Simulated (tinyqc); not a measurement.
Inside a calculation (part 1 of 2). Method: CCD on RHF in the sto-6g basis, frozen core, for H2F+, spin multiplicity 1. Computed by tinyqc, a small Python program that keeps every step (integrals from PySCF). Settings: charge = 1, multiplicity = 1, basis = sto-6g, method = RHF, frozen orbitals = 1, energy threshold = 1e-10, iteration cap = 74, orthogonalisation = canonical, start = core, DIIS depth = 6, amplitude equations = CCD, DIIS depth for amplitudes = 4, cap on updates = 88. Command: `OMP_NUM_THREADS=1 python tinyqc.py 28902 28903 out.jsonl` (the two numbers bound the seeds that draw the settings). One thread of a shared host (Intel(R) Xeon(R) Processor @ 2.60GHz), about 0.1 s of CPU time with the checks. Later iterations appear only in the table of the cycle.

## One-electron integrals

Geometry (angstrom):
```
atom       x        y       z
F     0.0000   0.0000  0.0000
H     0.0000   0.7230  0.5430
H     0.0000  -0.7400  0.5550
```

Basis sto-6g: exponents (1/bohr^2) and contraction coefficients of normalised primitives:
```
element  l (shell)   exponent  coefficient
F            s (1)  1728.6266       0.0092
F            s (1)   316.9418       0.0494
F            s (1)    88.6689       0.1685
F            s (1)    30.4602       0.3706
F            s (1)    11.8286       0.4165
F            s (1)     4.8717       0.1303
F            s (2)    67.0323      -0.0133
F            s (2)    13.2674      -0.0470
F            s (2)     4.1235      -0.0338
F            s (2)     1.5865       0.2502
F            s (2)     0.6890       0.5951
F            s (2)     0.3158       0.2407
F            p (3)    67.0323       0.0038
F            p (3)    13.2674       0.0377
F            p (3)     4.1235       0.1739
F            p (3)     1.5865       0.4180
F            p (3)     0.6890       0.4259
F            p (3)     0.3158       0.1017
H            s (1)    35.5232       0.0092
H            s (1)     6.5131       0.0494
H            s (1)     1.8221       0.1685
H            s (1)     0.6260       0.3706
H            s (1)     0.2431       0.4165
H            s (1)     0.1001       0.1303
```

Overlap, kinetic and nuclear-attraction integrals over the contracted functions; the nuclear repulsion is the sum of Za Zb / Rab.

nuclear repulsion = 10.777637 hartree

overlap S, lower triangle:
```
         1F 1s   1F 2s  1F 2px   1F 2py  1F 2pz   2H 1s   3H 1s
1F 1s   1.0000
1F 2s   0.2325  1.0000
1F 2px  0.0000  0.0000  1.0000
1F 2py  0.0000  0.0000  0.0000   1.0000
1F 2pz  0.0000  0.0000  0.0000   0.0000  1.0000
2H 1s   0.0522  0.4603  0.0000   0.2819  0.2117  1.0000
3H 1s   0.0497  0.4464  0.0000  -0.2763  0.2072  0.2708  1.0000
```

kinetic energy T (hartree), lower triangle:
```
          1F 1s   1F 2s  1F 2px   1F 2py  1F 2pz   2H 1s   3H 1s
1F 1s   37.3977
1F 2s   -1.1433  1.0823
1F 2px   0.0000  0.0000  3.2513
1F 2py   0.0000  0.0000  0.0000   3.2513
1F 2pz   0.0000  0.0000  0.0000   0.0000  3.2513
2H 1s   -0.0004  0.1346  0.0000   0.2248  0.1688  0.7685
3H 1s   -0.0013  0.1233  0.0000  -0.2113  0.1585  0.0127  0.7685
```

nuclear attraction V (hartree), lower triangle:
```
           1F 1s     1F 2s    1F 2px    1F 2py    1F 2pz    2H 1s    3H 1s
1F 1s   -78.9798
1F 2s    -8.1348  -12.6232
1F 2px    0.0000    0.0000  -12.5437
1F 2py   -0.0006   -0.0057    0.0000  -12.6952
1F 2pz   -0.0192   -0.2173    0.0000   -0.0031  -12.6291
2H 1s    -2.0941   -4.5414    0.0000   -2.4460   -1.9100  -6.6295
3H 1s    -1.9955   -4.3762    0.0000    2.3749   -1.8536  -1.9722  -6.5347
```

core Hamiltonian H = T + V (hartree), lower triangle:
```
           1F 1s     1F 2s   1F 2px   1F 2py   1F 2pz    2H 1s    3H 1s
1F 1s   -41.5820
1F 2s    -9.2781  -11.5409
1F 2px    0.0000    0.0000  -9.2924
1F 2py   -0.0006   -0.0057   0.0000  -9.4439
1F 2pz   -0.0192   -0.2173   0.0000  -0.0031  -9.3777
2H 1s    -2.0945   -4.4068   0.0000  -2.2211  -1.7412  -5.8610
3H 1s    -1.9967   -4.2529   0.0000   2.1636  -1.6951  -1.9595  -5.7662
```

## Two-electron integrals

Functions are numbered as in S; the eight-fold symmetry (ij|kl) = (ji|kl) = (kl|ij) leaves the list below.

Two-electron integrals (ij|kl) in chemists' order, unique and non-zero (hartree):
```
(11|11) 5.4062      (21|11) 0.7681      (21|21) 0.1389      (22|11) 1.2663
(22|21) 0.2840      (22|22) 0.9264      (31|31) 0.0295      (32|31) 0.0447
(32|32) 0.2048      (33|11) 1.2663      (33|21) 0.2840      (33|22) 0.9264
(33|33) 0.9981      (41|41) 0.0295      (42|41) 0.0447      (42|42) 0.2048
(43|43) 0.0538      (44|11) 1.2663      (44|21) 0.2840      (44|22) 0.9264
(44|33) 0.8905      (44|44) 0.9981      (51|51) 0.0295      (52|51) 0.0447
(52|52) 0.2048      (53|53) 0.0538      (54|54) 0.0538      (55|11) 1.2663
(55|21) 0.2840      (55|22) 0.9264      (55|33) 0.8905      (55|44) 0.8905
(55|55) 0.9981      (61|11) 0.1841      (61|21) 0.0319      (61|22) 0.0637
(61|33) 0.0636      (61|41) 0.0011      (61|42) 0.0021      (61|44) 0.0638
(61|51) 0.0008      (61|52) 0.0016      (61|54) 1.61e-04    (61|55) 0.0637
(61|61) 0.0074      (62|11) 0.4336      (62|21) 0.0986      (62|22) 0.3548
(62|33) 0.3499      (62|41) 0.0057      (62|42) 0.0413      (62|44) 0.3592
(62|51) 0.0042      (62|52) 0.0310      (62|54) 0.0070      (62|55) 0.3552
(62|61) 0.0226      (62|62) 0.1629      (63|31) 0.0114      (63|32) 0.0636
(63|43) 0.0088      (63|53) 0.0066      (63|63) 0.0249      (64|11) 0.2236
(64|21) 0.0516      (64|22) 0.1984      (64|33) 0.1898      (64|41) 0.0140
(64|42) 0.0860      (64|44) 0.2127      (64|51) 0.0020      (64|52) 0.0168
(64|54) 0.0107      (64|55) 0.1928      (64|61) 0.0124      (64|62) 0.1118
(64|64) 0.1013      (65|11) 0.1679      (65|21) 0.0387      (65|22) 0.1490
(65|33) 0.1425      (65|41) 0.0020      (65|42) 0.0168      (65|44) 0.1466
(65|51) 0.0129      (65|52) 0.0762      (65|54) 0.0118      (65|55) 0.1580
(65|61) 0.0093      (65|62) 0.0840      (65|64) 0.0574      (65|65) 0.0680
(66|11) 0.5581      (66|21) 0.1292      (66|22) 0.5315      (66|33) 0.5130
(66|41) 0.0102      (66|42) 0.1007      (66|44) 0.5486      (66|51) 0.0076
(66|52) 0.0757      (66|54) 0.0268      (66|55) 0.5331      (66|61) 0.0299
(66|62) 0.3025      (66|64) 0.2412      (66|65) 0.1811      (66|66) 0.7750
(71|11) 0.1754      (71|21) 0.0304      (71|22) 0.0607      (71|33) 0.0606
(71|41) -0.0011     (71|42) -0.0020     (71|44) 0.0608      (71|51) 0.0008
(71|52) 0.0015      (71|54) -1.52e-04   (71|55) 0.0607      (71|61) 0.0070
(71|62) 0.0209      (71|64) 0.0104      (71|65) 0.0086      (71|66) 0.0274
(71|71) 0.0068      (72|11) 0.4178      (72|21) 0.0950      (72|22) 0.3425
(72|33) 0.3377      (72|41) -0.0055     (72|42) -0.0401     (72|44) 0.3468
(72|51) 0.0041      (72|52) 0.0301      (72|54) -0.0068     (72|55) 0.3428
(72|61) 0.0212      (72|62) 0.1325      (72|64) 0.0616      (72|65) 0.0664
(72|66) 0.2064      (72|71) 0.0208      (72|72) 0.1525      (73|31) 0.0109
(73|32) 0.0611      (73|43) -0.0085     (73|53) 0.0064      (73|63) 0.0197
(73|73) 0.0231      (74|11) -0.2174     (74|21) -0.0501     (74|22) -0.1933
(74|33) -0.1849     (74|41) 0.0135      (74|42) 0.0830      (74|44) -0.2071
(74|51) -0.0019     (74|52) -0.0164     (74|54) 0.0103      (74|55) -0.1879
(74|61) -0.0106     (74|62) -0.0625     (74|64) -0.0095     (74|65) -0.0306
(74|66) -0.0845     (74|71) -0.0115     (74|72) -0.1056     (74|74) 0.0960
(75|11) 0.1630      (75|21) 0.0376      (75|22) 0.1450      (75|33) 0.1387
(75|41) -0.0019     (75|42) -0.0164     (75|44) 0.1426      (75|51) 0.0123
(75|52) 0.0734      (75|54) -0.0115     (75|55) 0.1536      (75|61) 0.0088
(75|62) 0.0668      (75|64) 0.0303      (75|65) 0.0528      (75|66) 0.1158
(75|71) 0.0086      (75|72) 0.0792      (75|74) -0.0546     (75|75) 0.0641
(76|11) 0.1789      (76|21) 0.0411      (76|22) 0.1614      (76|33) 0.1583
(76|41) -2.01e-05   (76|42) -2.22e-04   (76|44) 0.1611      (76|51) 0.0028
(76|52) 0.0249      (76|54) -5.13e-05   (76|55) 0.1647      (76|61) 0.0093
(76|62) 0.0747      (76|64) 0.0441      (76|65) 0.0439      (76|66) 0.1466
(76|71) 0.0089      (76|72) 0.0725      (76|74) -0.0435     (76|75) 0.0429
(76|76) 0.0419      (77|11) 0.5477      (77|21) 0.1268      (77|22) 0.5232
(77|33) 0.5050      (77|41) -0.0099     (77|42) -0.0989     (77|44) 0.5400
(77|51) 0.0074      (77|52) 0.0742      (77|54) -0.0263     (77|55) 0.5247
(77|61) 0.0282      (77|62) 0.2106      (77|64) 0.0850      (77|65) 0.1175
(77|66) 0.3536      (77|71) 0.0280      (77|72) 0.2906      (77|74) -0.2338
(77|75) 0.1753      (77|76) 0.1466      (77|77) 0.7750
```

## Orthogonalisation

S = U s U^T; canonical form X = U s^(-1/2), so that X^T S X = 1. Each column of U has its largest component positive (the first on a tie).

eigenvalues of S: 0.3912  0.4483  0.8977  1.0000  1.0852  1.2818  1.8958

X:
```
              1        2        3       4        5        6       7
1F 1s   -0.3182   0.0468   0.7451  0.0000  -0.6193  -0.0015  0.1539
1F 2s    1.1308  -0.1400  -0.2569  0.0000  -0.2847  -0.0029  0.4258
1F 2px   0.0000   0.0000   0.0000  1.0000   0.0000   0.0000  0.0000
1F 2py   0.1209   0.8606  -0.0011  0.0000   0.0036   0.7187  0.0050
1F 2pz   0.4660  -0.0586   0.6635  0.0000   0.6497  -0.0033  0.1783
2H 1s   -0.8008  -0.7651  -0.1603  0.0000   0.1313   0.3568  0.3854
3H 1s   -0.5506   0.9376  -0.1639  0.0000   0.1328  -0.3691  0.3769
```

## Starting guess

The start is the orbitals of the core Hamiltonian; D = 2 C_occ C_occ^T.

D at the start, lower triangle:
```
          1F 1s    1F 2s  1F 2px   1F 2py   1F 2pz   2H 1s   3H 1s
1F 1s    2.1276
1F 2s   -0.5829   2.6497
1F 2px   0.0000   0.0000  2.0000
1F 2py  -0.0020   0.0148  0.0000   2.3195
1F 2pz  -0.0436   0.2719  0.0000   0.0062   2.1346
2H 1s    0.0820  -0.3624  0.0000  -0.3646  -0.2082  0.1200
3H 1s    0.0779  -0.3427  0.0000   0.3523  -0.1992  0.0048  0.1113
```

## Iteration 1: building the Fock matrix

J_ij = sum D_kl (ij|kl), K_ij = sum D_kl (ik|jl); F = H + J - 0.5 K; E = tr D H + tr D J / 2 - 0.25 tr D K + E_nn.

Coulomb J (hartree), lower triangle:
```
          1F 1s    1F 2s   1F 2px   1F 2py   1F 2pz   2H 1s   3H 1s
1F 1s   21.2701
1F 2s    3.8571  10.0473
1F 2px   0.0000   0.0000  10.0510
1F 2py   0.0002  -0.0002   0.0000  10.0450
1F 2pz   0.0048  -0.0024   0.0000  -0.0003  10.0461
2H 1s    0.8896   3.7281   0.0000   2.0402   1.5293  5.3506
3H 1s    0.8479   3.5973   0.0000  -1.9871   1.4873  1.6507  5.2646
```

exchange K (hartree), lower triangle:
```
          1F 1s    1F 2s  1F 2px   1F 2py  1F 2pz   2H 1s   3H 1s
1F 1s   11.1780
1F 2s    1.8143   3.2342
1F 2px   0.0000   0.0000  2.6925
1F 2py   0.0001  -0.0001  0.0000   2.6888
1F 2pz   0.0016   0.0047  0.0000  -0.0006  2.6865
2H 1s    0.4478   1.0568  0.0000   0.4315  0.3230  0.4971
3H 1s    0.4272   1.0176  0.0000  -0.4200  0.3133  0.3139  0.4646
```

Fock matrix F (hartree), lower triangle:
```
           1F 1s    1F 2s   1F 2px   1F 2py   1F 2pz    2H 1s    3H 1s
1F 1s   -25.9009
1F 2s    -6.3282  -3.1106
1F 2px    0.0000   0.0000  -0.5877
1F 2py   -0.0004  -0.0058   0.0000  -0.7434
1F 2pz   -0.0152  -0.2221   0.0000  -0.0031  -0.6749
2H 1s    -1.4288  -1.2071   0.0000  -0.3967  -0.3734  -0.7590
3H 1s    -1.3624  -1.1644   0.0000   0.3864  -0.3645  -0.4657  -0.7338
```

total energy of this density = -98.593232 hartree

## Iteration 1: diagonalisation and new density

Diagonalise F' = X^T F X, C = X C', fill 5 alpha and 5 beta electrons from the bottom; D = 2 C_occ C_occ^T. Each column has its largest component positive (the first on a tie).

F' = X^T F X (hartree), lower triangle:
```
         1        2         3        4         5        6        7
1  -0.6332
2   0.1392   0.1716
3   2.2557  -0.3758  -11.8260
4   0.0000   0.0000    0.0000  -0.5877
5  -1.9474   0.3360   11.3272   0.0000  -12.1415
6  -0.0101  -0.0508    0.0318   0.0000   -0.0339  -0.8665
7   0.2572  -0.0679   -4.8658   0.0000    5.0675   0.0109  -3.6132
```

orbital energies (hartree): MO1 -25.9055, MO2 -1.7169, MO3 -0.8690, MO4 -0.6691, MO5 -0.5877, MO6 0.0534, MO7 0.1984

coefficients C:
```
            MO1      MO2      MO3      MO4     MO5      MO6      MO7
1F 1s    0.9964  -0.2356   0.0023   0.0841  0.0000   0.1014   0.0108
1F 2s    0.0166   0.9279  -0.0127  -0.4323  0.0000  -0.7555  -0.0873
1F 2px   0.0000   0.0000   0.0000   0.0000  1.0000   0.0000   0.0000
1F 2py   0.0001   0.0057   0.7602  -0.0052  0.0000   0.0725  -0.8298
1F 2pz   0.0021   0.1956   0.0047   0.8570  0.0000  -0.5818  -0.0579
2H 1s   -0.0036   0.0759   0.3198   0.1936  0.0000   0.7029   0.9518
3H 1s   -0.0034   0.0719  -0.3213   0.1990  0.0000   0.8502  -0.7964
```

D after iteration 1, lower triangle:
```
          1F 1s    1F 2s  1F 2px   1F 2py  1F 2pz    2H 1s   3H 1s
1F 1s    2.1108
1F 2s   -0.4769   2.0965
1F 2px   0.0000   0.0000  2.0000
1F 2py   0.0002  -0.0042  0.0000   1.1560
1F 2pz   0.0562  -0.3781  0.0000   0.0006  1.5456
2H 1s   -0.0088  -0.0347  0.0000   0.4852  0.3645   0.2911
3H 1s   -0.0087  -0.0305  0.0000  -0.4898  0.3662  -0.1176  0.2960
```

## Iteration 8 (converged): orbitals

converged F (hartree), lower triangle:
```
           1F 1s    1F 2s   1F 2px   1F 2py   1F 2pz    2H 1s    3H 1s
1F 1s   -26.9992
1F 2s    -6.5400  -3.5676
1F 2px    0.0000   0.0000  -1.0904
1F 2py   -0.0006  -0.0056   0.0000  -1.0791
1F 2pz   -0.0264  -0.1589   0.0000  -0.0041  -1.0929
2H 1s    -1.4765  -1.4270   0.0000  -0.5685  -0.4975  -1.0194
3H 1s    -1.4080  -1.3785   0.0000   0.5575  -0.4880  -0.5481  -0.9855
```

As before.

F' = X^T F X (hartree), lower triangle:
```
         1        2         3        4         5        6        7
1  -0.7271
2   0.1524   0.1718
3   2.4640  -0.4083  -12.5795
4   0.0000   0.0000    0.0000  -1.0904
5  -2.0003   0.3462   11.6033   0.0000  -12.8717
6  -0.0068  -0.0485    0.0332   0.0000   -0.0352  -1.2645
7   0.1929  -0.0582   -5.0031   0.0000    5.2002   0.0100  -4.0380
```

orbital energies (hartree): MO1 -27.0025, MO2 -2.1412, MO3 -1.2662, MO4 -1.1389, MO5 -1.0904, MO6 0.0406, MO7 0.1992

coefficients C:
```
            MO1      MO2      MO3      MO4     MO5      MO6      MO7
1F 1s    0.9970  -0.2351   0.0032   0.0712  0.0000   0.1064   0.0094
1F 2s    0.0139   0.9309  -0.0182  -0.3828  0.0000  -0.7793  -0.0760
1F 2px   0.0000   0.0000   0.0000   0.0000  1.0000   0.0000   0.0000
1F 2py   0.0001   0.0051   0.7474  -0.0157  0.0000   0.0584  -0.8424
1F 2pz   0.0023   0.1420   0.0162   0.8688  0.0000  -0.5806  -0.0485
2H 1s   -0.0030   0.0835   0.3366   0.1881  0.0000   0.7186   0.9346
3H 1s   -0.0028   0.0790  -0.3309   0.2015  0.0000   0.8362  -0.8059
```

D after iteration 8, lower triangle:
```
          1F 1s    1F 2s  1F 2px   1F 2py  1F 2pz    2H 1s   3H 1s
1F 1s    2.1088
1F 2s   -0.4647   2.0271
1F 2px   0.0000   0.0000  2.0000
1F 2py   0.0004  -0.0058  0.0000   1.1177
1F 2pz   0.0615  -0.4012  0.0000  -0.0016  1.5505
2H 1s   -0.0163  -0.0010  0.0000   0.4981  0.3614   0.3113
3H 1s   -0.0163   0.0049  0.0000  -0.5002  0.3619  -0.1337  0.3128
```

## Convergence

Stop when the energy changes by less than 1e-10 hartree and every element of the error matrix X^T (F D S - S D F) X is below 3e-06.

Course of the cycle:
```
iteration  E (hartree)     change  largest element of the error matrix
1           -98.593232          -                             9.20e-01
2           -99.775325  -1.18e+00                             8.09e-02
3           -99.777685  -2.36e-03                             8.43e-03
4           -99.777763  -7.75e-05                             2.33e-03
5           -99.777770  -7.12e-06                             4.00e-04
6           -99.777770  -2.87e-07                             9.15e-05
7           -99.777770  -4.35e-09                             1.19e-06
8           -99.777770  -1.17e-12                             3.07e-08
```

PySCF RHF in the same basis = -99.777770 hartree

Converged in 8 iterations.

## Populations, bond orders and dipole

Mulliken: Z minus the diagonal of D S on the atom; Loewdin: the same with S^(1/2) D S^(1/2); Mayer order: 2 sum_s sum (D(s) S)_ij (D(s) S)_ji over the two atoms.

Charges (e):
```
atom  Mulliken  Loewdin
1F     -0.0182   0.1789
2H      0.5093   0.4077
3H      0.5089   0.4134
```

Mayer bond orders:
```
pair   order
2-1   0.7279
3-1   0.7283
3-2   0.0127
```

dipole moment about the origin, x y z (debye): 0.0000  -0.0473  3.0424

## Integrals over molecular orbitals

(pq|rs) = sum C_ip C_jq C_kr C_ls (ij|kl), one index at a time.

one-electron integrals over orbitals h = C^T H C (hartree), lower triangle:
```
          1        2        3        4        5        6        7
1  -41.5681
2    0.6956  -9.8196
3   -0.0097   0.0090  -8.3258
4   -0.2048   0.3218  -0.0229  -8.9104
5    0.0000   0.0000   0.0000   0.0000  -9.2924
6   -0.3203   1.5061  -0.1521   1.2600   0.0000  -5.8150
7   -0.0286   0.1380   2.0882   0.0455   0.0000   0.0101  -6.1371
```

Two-electron integrals over orbitals (pq|rs), unique and non-zero (hartree); the lowest 1 orbital is frozen and left out:
```
(22|22) 0.8699      (32|22) 0.0024      (32|32) 0.1633      (33|22) 0.7771
(33|32) -0.0021     (33|33) 0.7631      (42|22) 0.0178      (42|32) -2.52e-05
(42|33) -0.0049     (42|42) 0.1543      (43|22) 0.0015      (43|32) 0.0014
(43|33) 0.0020      (43|42) -0.0026     (43|43) 0.0491      (44|22) 0.8167
(44|32) -0.0024     (44|33) 0.7323      (44|42) -0.0957     (44|43) 0.0033
(44|44) 0.9197      (52|52) 0.1795      (53|52) -0.0018     (53|53) 0.0397
(54|52) -0.0393     (54|53) 0.0007      (54|54) 0.0580      (55|22) 0.8810
(55|32) -0.0016     (55|33) 0.7629      (55|42) -0.0501     (55|43) 0.0028
(55|44) 0.8458      (55|55) 0.9981      (62|22) -0.1595     (62|32) 0.0046
(62|33) -0.1017     (62|42) -0.0362     (62|43) -0.0019     (62|44) -0.1118
(62|55) -0.1630     (62|62) 0.0868      (63|22) 0.0145      (63|32) 0.0225
(63|33) 0.0124      (63|42) -0.0044     (63|43) 0.0149      (63|44) 0.0132
(63|55) 0.0161      (63|62) -0.0071     (63|63) 0.0616      (64|22) -0.1248
(64|32) -0.0044     (64|33) -0.0777     (64|42) 0.0108      (64|43) -0.0009
(64|44) -0.1380     (64|55) -0.1302     (64|62) 0.0606      (64|63) -0.0093
(64|64) 0.0653      (65|52) -0.0564     (65|53) 0.0023      (65|54) -0.0040
(65|65) 0.0293      (66|22) 0.6071      (66|32) -0.0133     (66|33) 0.5784
(66|42) 0.0719      (66|43) -0.0068     (66|44) 0.5553      (66|55) 0.5741
(66|62) -0.0661     (66|63) -0.0090     (66|64) -0.0300     (66|66) 0.5676
(72|22) -0.0148     (72|32) -0.0560     (72|33) -0.0073     (72|42) -0.0007
(72|43) 0.0278      (72|44) -0.0117     (72|55) -0.0148     (72|62) 0.0036
(72|63) 0.0298      (72|64) 0.0056      (72|66) -0.0072     (72|72) 0.0537
(73|22) -0.1877     (73|32) 0.0050      (73|33) -0.1582     (73|42) 0.0635
(73|43) -0.0009     (73|44) -0.1977     (73|55) -0.2186     (73|62) 0.0751
(73|63) -0.0062     (73|64) 0.0760      (73|66) -0.0238     (73|72) 0.0090
(73|73) 0.1562      (74|22) -0.0039     (74|32) 0.0631      (74|33) -0.0035
(74|42) -0.0020     (74|43) -0.0126     (74|44) -0.0050     (74|55) -0.0045
(74|62) 0.0043      (74|63) 0.0364      (74|64) -0.0013     (74|66) -0.0107
(74|72) -0.0112     (74|73) 0.0060      (74|74) 0.0512      (75|52) -0.0050
(75|53) -0.0249     (75|54) 3.78e-04    (75|65) 0.0010      (75|75) 0.0196
(76|22) 0.0019      (76|32) 0.0980      (76|33) -0.0025     (76|42) 0.0030
(76|43) 0.0397      (76|44) -0.0036     (76|55) -0.0007     (76|62) -0.0018
(76|63) 0.0717      (76|64) -0.0070     (76|66) -0.0217     (76|72) 0.0109
(76|73) 0.0083      (76|74) 0.0586      (76|76) 0.1488      (77|22) 0.6341
(77|32) 0.0158      (77|33) 0.6363      (77|42) 0.0115      (77|43) 0.0055
(77|44) 0.6085      (77|55) 0.6165      (77|62) -0.0525     (77|63) 0.0156
(77|64) -0.0285     (77|66) 0.5544      (77|72) -0.0036     (77|73) -0.0654
(77|74) 0.0084      (77|76) 0.0197      (77|77) 0.6017
```

## CCD: starting amplitudes

t_ij^ab = <ij||ab> / (e_i + e_j - e_a - e_b), whose energy is MP2.

Starting amplitudes (spin orbitals 1a, 1b, ...; amplitudes related by a flip of all spins are not repeated; the 24 largest):
```
from      to        t
3a 3b  7a 7b  -0.0533
3a 4b  6b 7a   0.0287
4a 4b  6a 6b  -0.0277
3a 3b  6a 6b  -0.0236
2a 3b  6a 7b  -0.0206
2a 2b  6a 6b  -0.0199
4a 4b  7a 7b  -0.0191
2a 4b  6a 6b  -0.0180
3a 4a  6a 7a   0.0150
3a 4b  6a 7b  -0.0138
5a 5b  6a 6b  -0.0129
2a 3a  6a 7a  -0.0124
2a 2b  7a 7b  -0.0115
2a 3b  6b 7a   0.0082
5a 5b  7a 7b  -0.0076
3a 4b  6a 6b   0.0037
2a 4b  7a 7b   0.0030
2a 3b  7a 7b  -0.0024
3a 3b  6a 7b   0.0022
3a 4b  7a 7b  -0.0021
2a 3b  6a 6b   0.0020
2a 4b  6b 7a   0.0016
2a 4b  6a 7b  -0.0012
2a 2b  6a 7b  -0.0008
```

correlation energy = -0.029184 hartree
